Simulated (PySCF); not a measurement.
Molecule: SMILES Cn1nccn1, C$_{3}$H$_{5}$N$_{3}$.

Atom-mapped SMILES (the numbers label the heavy atoms): `[CH3:1][n:2]1[n:3][cH:4][cH:5][n:6]1`. Each H is labelled by its parent atom.

Geometry PBE0-D3(BJ)/def2-SVP throughout; GIAO in PySCF, gas phase, one conformer, non-relativistic; equivalent atoms averaged; basis pcSseg-2.

For orientation, B97-2 gives these absolute shieldings σ: C4/C5 44.1, C1 140.5, N3/N6 -99.3, N2 -10.4, H(C4)/H(C5) 23.82, H(C1) 27.29 ppm.

A run gave: C4/C5 39.9, C1 144.7, N3/N6 -107.6, N2 -9.0, H(C4)/H(C5) 23.69, H(C1) 27.31 ppm (absolute shieldings σ).

Question: Which functional was used in that run?
A. CAM-B3LYP
B. LC-wPBE
C. wB97X-D
D. WP04
E. BHandHLYP

Answer: B. C1 tells them apart best: LC-wPBE gives 144.7, CAM-B3LYP gives 139.4, WP04 gives 127.5, BHandHLYP gives 141.8, wB97X-D gives 140.9 ppm.
